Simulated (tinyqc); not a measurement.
Worked calculation: MP2 on RHF in the sto-3g basis, frozen core, for H2O, spin multiplicity 1. One step of it, computed by the program tinyqc.

Task: Iteration 1: building the Fock matrix. J_ij = sum D_kl (ij|kl), K_ij = sum D_kl (ik|jl); F = H + J - 0.5 K; E = tr D H + tr D J / 2 - 0.25 tr D K + E_nn.

D at the start, lower triangle:
```
            1O 1s      1O 2s    1O 2px     1O 2py    1O 2pz     2H 1s     3H 1s
1O 1s    2.143804
1O 2s   -0.493253   2.095152
1O 2px   0.000000   0.000000  1.307985
1O 2py   0.000000   0.000000  0.000000   1.187258
1O 2pz   0.012644  -0.063451  0.000000   0.000000  1.257240
2H 1s   -0.016155   0.058650  0.000000   0.118719  0.065007  0.993303
3H 1s   -0.016155   0.058650  0.000000  -0.118719  0.065007  0.046367  0.993303
```

core Hamiltonian H = T + V (hartree), lower triangle:
```
             1O 1s      1O 2s     1O 2px     1O 2py     1O 2pz      2H 1s      3H 1s
1O 1s   -32.508864
1O 2s    -7.562611  -9.134841
1O 2px    0.000000   0.000000  -7.291526
1O 2py    0.000000   0.000000   0.000000  -7.393044
1O 2pz   -0.011438  -0.141565   0.000000   0.000000  -7.338887
2H 1s    -1.013731  -2.486293   0.000000  -1.548836  -1.089817  -4.258383
3H 1s    -1.013731  -2.486293   0.000000   1.548836  -1.089817  -0.737481  -4.258383
```

Two-electron integrals (ij|kl) in chemists' order, unique and non-zero (hartree):
```
(11|11) 4.785065    (21|11) 0.741380    (21|21) 0.136873    (22|11) 1.118947
(22|21) 0.256633    (22|22) 0.817206    (31|31) 0.024477    (32|31) 0.037809
(32|32) 0.180518    (33|11) 1.115814    (33|21) 0.256684    (33|22) 0.817023
(33|33) 0.880159    (41|41) 0.024477    (42|41) 0.037809    (42|42) 0.180518
(43|43) 0.047444    (44|11) 1.115814    (44|21) 0.256684    (44|22) 0.817023
(44|33) 0.785270    (44|44) 0.880159    (51|51) 0.024477    (52|51) 0.037809
(52|52) 0.180518    (53|53) 0.047444    (54|54) 0.047444    (55|11) 1.115814
(55|21) 0.256684    (55|22) 0.817023    (55|33) 0.785270    (55|44) 0.785270
(55|55) 0.880159    (61|11) 0.099610    (61|21) 0.018254    (61|22) 0.034074
(61|33) 0.034007    (61|41) 0.000681    (61|42) 0.001288    (61|44) 0.034146
(61|51) 0.000465    (61|52) 0.000880    (61|54) 0.000095    (61|55) 0.034072
(61|61) 0.002465    (62|11) 0.268232    (62|21) 0.062406    (62|22) 0.223256
(62|33) 0.219284    (62|41) 0.003864    (62|42) 0.030857    (62|44) 0.227258
(62|51) 0.002639    (62|52) 0.021076    (62|54) 0.005447    (62|55) 0.223004
(62|61) 0.008502    (62|62) 0.078709    (63|31) 0.006206    (63|32) 0.037290
(63|43) 0.006230    (63|53) 0.004255    (63|63) 0.010622    (64|11) 0.168660
(64|21) 0.039714    (64|22) 0.151707    (64|33) 0.145004    (64|41) 0.008341
(64|42) 0.056888    (64|44) 0.162561    (64|51) 0.001459    (64|52) 0.013386
(64|54) 0.007736    (64|55) 0.147382    (64|61) 0.005623    (64|62) 0.065048
(64|64) 0.063780    (65|11) 0.115199    (65|21) 0.027126    (65|22) 0.103620
(65|33) 0.099042    (65|41) 0.001459    (65|42) 0.013386    (65|44) 0.102523
(65|51) 0.007202    (65|52) 0.046433    (65|54) 0.008608    (65|55) 0.109176
(65|61) 0.003840    (65|62) 0.044429    (65|64) 0.036308    (65|65) 0.035422
(66|11) 0.439924    (66|21) 0.103978    (66|22) 0.428633    (66|33) 0.412367
(66|41) 0.007579    (66|42) 0.085507    (66|44) 0.445292    (66|51) 0.005177
(66|52) 0.058403    (66|54) 0.022489    (66|55) 0.427727    (66|61) 0.014251
(66|62) 0.199466    (66|64) 0.188208    (66|65) 0.128551    (66|66) 0.774606
(71|11) 0.099610    (71|21) 0.018254    (71|22) 0.034074    (71|33) 0.034007
(71|41) -0.000681   (71|42) -0.001288   (71|44) 0.034146    (71|51) 0.000465
(71|52) 0.000880    (71|54) -0.000095   (71|55) 0.034072    (71|61) 0.002425
(71|62) 0.008212    (71|64) 0.005017    (71|65) 0.003714    (71|66) 0.013661
(71|71) 0.002465    (72|11) 0.268232    (72|21) 0.062406    (72|22) 0.223256
(72|33) 0.219284    (72|41) -0.003864   (72|42) -0.030857   (72|44) 0.227258
(72|51) 0.002639    (72|52) 0.021076    (72|54) -0.005447   (72|55) 0.223004
(72|61) 0.008212    (72|62) 0.060855    (72|64) 0.035296    (72|65) 0.033291
(72|66) 0.122165    (72|71) 0.008502    (72|72) 0.078709    (73|31) 0.006206
(73|32) 0.037290    (73|43) -0.006230   (73|53) 0.004255    (73|63) 0.007854
(73|73) 0.010622    (74|11) -0.168660   (74|21) -0.039714   (74|22) -0.151707
(74|33) -0.145004   (74|41) 0.008341    (74|42) 0.056888    (74|44) -0.162561
(74|51) -0.001459   (74|52) -0.013386   (74|54) 0.007736    (74|55) -0.147382
(74|61) -0.005017   (74|62) -0.035296   (74|64) -0.013139   (74|65) -0.018967
(74|66) -0.065969   (74|71) -0.005623   (74|72) -0.065048   (74|74) 0.063780
(75|11) 0.115199    (75|21) 0.027126    (75|22) 0.103620    (75|33) 0.099042
(75|41) -0.001459   (75|42) -0.013386   (75|44) 0.102523    (75|51) 0.007202
(75|52) 0.046433    (75|54) -0.008608   (75|55) 0.109176    (75|61) 0.003714
(75|62) 0.033291    (75|64) 0.018967    (75|65) 0.025798    (75|66) 0.072469
(75|71) 0.003840    (75|72) 0.044429    (75|74) -0.036308   (75|75) 0.035422
(76|11) 0.072959    (76|21) 0.017130    (76|22) 0.066546    (76|33) 0.065064
(76|44) 0.066515    (76|51) 0.001137    (76|52) 0.010860    (76|55) 0.067986
(76|61) 0.002305    (76|62) 0.022985    (76|64) 0.016635    (76|65) 0.014628
(76|66) 0.060698    (76|71) 0.002305    (76|72) 0.022985    (76|74) -0.016635
(76|75) 0.014628    (76|76) 0.008521    (77|11) 0.439924    (77|21) 0.103978
(77|22) 0.428633    (77|33) 0.412367    (77|41) -0.007579   (77|42) -0.085507
(77|44) 0.445292    (77|51) 0.005177    (77|52) 0.058403    (77|54) -0.022489
(77|55) 0.427727    (77|61) 0.013661    (77|62) 0.122165    (77|64) 0.065969
(77|65) 0.072469    (77|66) 0.269465    (77|71) 0.014251    (77|72) 0.199466
(77|74) -0.188208   (77|75) 0.128551    (77|76) 0.060698    (77|77) 0.774606
```

nuclear repulsion = 7.41941180 hartree

Give: Coulomb J; exchange K; Fock matrix F; total energy of this density.

Result:

Coulomb J (hartree), lower triangle:
```
          1O 1s   1O 2s  1O 2px   1O 2py  1O 2pz   2H 1s   3H 1s
1O 1s   17.1056
1O 2s    3.2028  7.9305
1O 2px   0.0000  0.0000  7.8906
1O 2py   0.0000  0.0000  0.0000   7.9558
1O 2pz   0.0094  0.1184  0.0000   0.0000  7.9212
2H 1s    0.4279  2.1870  0.0000   1.4974  1.0511  4.5031
3H 1s    0.4279  2.1870  0.0000  -1.4974  1.0511  0.6655  4.5031
```

exchange K (hartree), lower triangle:
```
         1O 1s   1O 2s  1O 2px   1O 2py  1O 2pz   2H 1s   3H 1s
1O 1s   9.9089
1O 2s   1.6709  2.6603
1O 2px  0.0000  0.0000  1.6948
1O 2py  0.0000  0.0000  0.0000   1.7776
1O 2pz  0.0090  0.0849  0.0000   0.0000  1.7340
2H 1s   0.2484  0.9124  0.0000   0.5058  0.3744  1.1588
3H 1s   0.2484  0.9124  0.0000  -0.5058  0.3744  0.2972  1.1588
```

Fock matrix F (hartree), lower triangle:
```
           1O 1s    1O 2s   1O 2px   1O 2py   1O 2pz    2H 1s    3H 1s
1O 1s   -20.3578
1O 2s    -5.1953  -2.5345
1O 2px    0.0000   0.0000  -0.2484
1O 2py    0.0000   0.0000   0.0000  -0.3261
1O 2pz   -0.0066  -0.0656   0.0000   0.0000  -0.2847
2H 1s    -0.7100  -0.7555   0.0000  -0.3043  -0.2259  -0.3347
3H 1s    -0.7100  -0.7555   0.0000   0.3043  -0.2259  -0.2206  -0.3347
```

total energy of this density = -75.015131 hartree

This density is the starting one; it is not idempotent, so its energy is not variational and may lie below the converged one.
